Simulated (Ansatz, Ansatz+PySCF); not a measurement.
```yaml
atoms:
  - { symbol: O, position_ang: [0.0000, 0.0000, -0.5931] }
  - { symbol: O, position_ang: [0.0000, 0.0000, 0.5931] }
```

UHF on doublet O2(+) was run in several spherical basis sets with Ansatz (development build ahead of 0.2.0). Caution for UHF: the determinant breaks the point group; the unrestricted determinant is spin contaminated.

Rank the basis sets by the total energy that they give, lowest first, with the distance from the lowest.
A. cc-pVDZ
B. def2-SVP
C. 6-31G(d)
D. cc-pVTZ
E. def2-TZVP

E (0.00 eV), D (0.20 eV), A (1.57 eV), C (2.06 eV), B (5.49 eV).

Totals follow the description of the cores as much as that of the bonds, so this order isn't one of quality for chemistry.
